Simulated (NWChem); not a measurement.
System: Cl anion

Input file for NWChem:

```
start job
memory heap 200 mb stack 900 mb global 1100 mb
charge -1
geometry units angstroms noautosym nocenter noautoz
  Cl     0.000000     0.000000     0.000000
end
basis spherical
  Cl library def2-svpd
end
dft
  xc b3lyp
  iterations 150
end
property
  response 1 0.0
end
task dft property
```

Parts of the log:

```
             Northwest Computational Chemistry Package (NWChem) 7.3.0
             --------------------------------------------------------

                             Geometry "geometry" -> ""
                             -------------------------

 Output coordinates in angstroms (scale by  1.889725989 to convert to a.u.)

  No.       Tag          Charge          X              Y              Z
 ---- ---------------- ---------- -------------- -------------- --------------
    1 Cl                  17.0000     0.00000000     0.00000000     0.00000000

 Effective nuclear repulsion energy (a.u.)       0.0000000000

                              NWChem Property Module
                              ----------------------

                                 NWChem DFT Module
                                 -----------------

 Summary of "ao basis" -> "ao basis" (spherical)
 ------------------------------------------------------------------------------
       Tag                 Description            Shells   Functions and Types
 ---------------- ------------------------------  ------  ---------------------
 Cl                        def2-svpd                11       27   5s4p2d

            General Information
            -------------------
          SCF calculation type: DFT
          Wavefunction type:  closed shell.
          No. of atoms     :     1
          No. of electrons :    18
           Alpha electrons :     9
            Beta electrons :     9
          Charge           :    -1
          Spin multiplicity:     1
          Use of symmetry is: off; symmetry adaption is: off
          Maximum number of iterations: 150
          AO basis - number of functions:    27
                     number of shells:    11
          Convergence on energy requested:  1.00D-06
          Convergence on density requested:  1.00D-05
          Convergence on gradient requested:  5.00D-04

              XC Information
              --------------
                         B3LYP Method XC Potential
                     Hartree-Fock (Exact) Exchange  0.200
                        Slater Exchange Functional  0.800 local
                    Becke 1988 Exchange Functional  0.720 non-local
              Lee-Yang-Parr Correlation Functional  0.810
                  VWN I RPA Correlation Functional  0.190 local

             Grid Information
             ----------------
          Grid used for XC integration:  medium
          Radial quadrature: Mura-Knowles
          Angular quadrature: Lebedev.
          Tag              B.-S. Rad. Rad. Pts. Rad. Cut. Ang. Pts.
          ---              ---------- --------- --------- ---------
          Cl                  1.00       88           7.0       590
          Grid pruning is: on
          Number of quadrature shells:    88
          Spatial weights used:  Erf1

      Superposition of Atomic Density Guess
      -------------------------------------

 Sum of atomic energies:        -459.32959417

 Renormalizing density from      17.00 to     18

      Non-variational initial energy
      ------------------------------

 Total energy =    -475.207943
 1-e energy   =    -671.847667
 2-e energy   =     196.639724
 HOMO         =       0.089820
 LUMO         =       0.362893

   convergence    iter        energy       DeltaE   RMS-Dens  Diis-err
 ---------------- ----- ----------------- --------- --------- ---------
 d= 0,ls=0.0,diis     1   -459.8332225128 -4.60D+02  9.22D-02  3.18D+00
 d= 0,ls=0.0,diis     2   -459.8572244445 -2.40D-02  5.06D-02  2.18D+00
 d= 0,ls=0.0,diis     3   -460.1529899728 -2.96D-01  3.22D-03  1.03D-02
 d= 0,ls=0.0,diis     4   -460.1543306655 -1.34D-03  2.07D-04  1.21D-05
 d= 0,ls=0.0,diis     5   -460.1543333097 -2.64D-06  4.89D-05  2.33D-06
 d= 0,ls=0.0,diis     6   -460.1543336609 -3.51D-07  1.05D-07  5.21D-12

         Total DFT energy =     -460.154333660899
      One electron energy =     -640.746955348357
           Coulomb energy =      209.035918521197
    Exchange-Corr. energy =      -28.443296833738
 Nuclear repulsion energy =        0.000000000000

 Numeric. integr. density =       18.000000014825

                       DFT Final Molecular Orbital Analysis
                       ------------------------------------

 Vector    7  Occ=2.000000D+00  E=-3.023450D-02
              MO Center=  6.8D-14, -5.0D-14,  6.8D-14, r^2= 1.5D+00
   Bfn.  Coefficient  Atom+Function         Bfn.  Coefficient  Atom+Function
  ----- ------------  ---------------      ----- ------------  ---------------
    13      0.510402  1 Cl py                10      0.401616  1 Cl py
     7      0.233283  1 Cl py                12      0.220226  1 Cl px
    16      0.177507  1 Cl py                 9      0.173287  1 Cl px
    14      0.153233  1 Cl pz                11      0.120573  1 Cl pz
     6      0.100656  1 Cl px                15      0.076590  1 Cl px

 Vector    8  Occ=2.000000D+00  E=-3.023450D-02
              MO Center= -5.0D-14,  3.8D-14, -5.4D-14, r^2= 1.5D+00
   Bfn.  Coefficient  Atom+Function         Bfn.  Coefficient  Atom+Function
  ----- ------------  ---------------      ----- ------------  ---------------
    14      0.368466  1 Cl pz                12      0.356183  1 Cl px
    11      0.289932  1 Cl pz                 9      0.280266  1 Cl px
    13     -0.264305  1 Cl py                10     -0.207971  1 Cl py
     8      0.168410  1 Cl pz                 6      0.162796  1 Cl px
    17      0.128145  1 Cl pz                15      0.123873  1 Cl px

 Vector    9  Occ=2.000000D+00  E=-3.023450D-02
              MO Center=  7.0D-14, -5.0D-14,  7.8D-14, r^2= 1.5D+00
   Bfn.  Coefficient  Atom+Function         Bfn.  Coefficient  Atom+Function
  ----- ------------  ---------------      ----- ------------  ---------------
    14     -0.416224  1 Cl pz                12      0.396390  1 Cl px
    11     -0.327511  1 Cl pz                 9      0.311904  1 Cl px
     8     -0.190238  1 Cl pz                 6      0.181173  1 Cl px
    17     -0.144754  1 Cl pz                15      0.137856  1 Cl px
    13     -0.046074  1 Cl py                10     -0.036254  1 Cl py

 Vector   10  Occ=0.000000D+00  E= 2.388216D-01
              MO Center=  2.0D-12, -1.5D-12,  2.0D-12, r^2= 6.3D+00
   Bfn.  Coefficient  Atom+Function         Bfn.  Coefficient  Atom+Function
  ----- ------------  ---------------      ----- ------------  ---------------
     5      1.649674  1 Cl s                  4     -1.154793  1 Cl s
     2      0.151834  1 Cl s                  3     -0.051479  1 Cl s

 Vector   11  Occ=0.000000D+00  E= 2.724535D-01
              MO Center=  4.5D-14, -6.9D-14,  6.6D-14, r^2= 7.8D+00
   Bfn.  Coefficient  Atom+Function         Bfn.  Coefficient  Atom+Function
  ----- ------------  ---------------      ----- ------------  ---------------
    16      0.878639  1 Cl py                15      0.730064  1 Cl px
    13     -0.434700  1 Cl py                12     -0.361194  1 Cl px
    10     -0.141148  1 Cl py                 9     -0.117280  1 Cl px
     7     -0.090851  1 Cl py                 6     -0.075488  1 Cl px
    17     -0.075745  1 Cl pz                14      0.037474  1 Cl pz

 Vector   12  Occ=0.000000D+00  E= 2.724535D-01
              MO Center= -1.9D-12,  1.4D-12, -2.0D-12, r^2= 7.8D+00
   Bfn.  Coefficient  Atom+Function         Bfn.  Coefficient  Atom+Function
  ----- ------------  ---------------      ----- ------------  ---------------
    17      0.731482  1 Cl pz                15      0.707367  1 Cl px
    16     -0.524694  1 Cl py                14     -0.361895  1 Cl pz
    12     -0.349965  1 Cl px                13      0.259589  1 Cl py
    11     -0.117508  1 Cl pz                 9     -0.113634  1 Cl px
    10      0.084289  1 Cl py                 8     -0.075635  1 Cl pz

 *** CALLING NEW AORESP DRIVER FOR CLOSED AND OPEN SHELLS ***
 Entering AOResponse driver routine

--------------------------------------------------------------------------------

          -----------------------------------------------
          Solving response equations for perturbing field
          -----------------------------------------------

 number of frequencies:     1
 frequency in a.u.:  0.0000000E+00
 Perturbing field: electric
 Using El. Dipole Length Gauge

 Setting up CPKS with frequency omega =      0.00000000 a.u.

 STATIC response

                                NWChem CPHF Module
                                ------------------

  scftype          =     RHF
  nclosed          =        9
  nopen            =        0
  variables        =      162
  # of vectors     =        3
  tolerance        = 0.10D-03
  level shift      = 0.00D+00
  max iterations   =       50
  max subspace     =       30

 SCF residual:    4.7186441734418424E-007

Iterative solution of linear equations
  No. of variables      162
  No. of equations        3
  Maximum subspace       30
        Iterations       50
       Convergence  1.0D-04

   iter   nsub   residual    time
   ----  ------  --------  ---------
     1      3    2.43D+00       0.8
     2      6    1.03D+00       0.9
     3      9    5.93D-02       1.0
     4     12    7.13D-04       1.2
     5     15    1.19D-05       1.3

 Electric Dipole Response Matrix (nonzero elements):

              1        2        3
    1   29.3956  -0.0000   0.0000
    2   -0.0000  29.3956   0.0000
    3    0.0000   0.0000  29.3956

 ------------------------------------------
 average:        29.39562 + I       0.00000

 DFT Linear Response polarizability / au
 Frequency  =       0.0000000 / au
              X              Y              Z
 -----------------------------------------------
 X      29.3956153     -0.0000000      0.0000000
 Y      -0.0000000     29.3956153      0.0000000
 Z       0.0000000      0.0000000     29.3956153
 -----------------------------------------------
 Eigenvalues =      29.3956153     29.3956153     29.3956153
 Isotropic   =      29.3956153
 Anisotropic =       0.0000000
 -----------------------------------------------

 Magnetic Dipole Response Matrix (nonzero elements):

 Exiting AOResponse driver routine
```

Level: B3LYP/def2-SVPD.
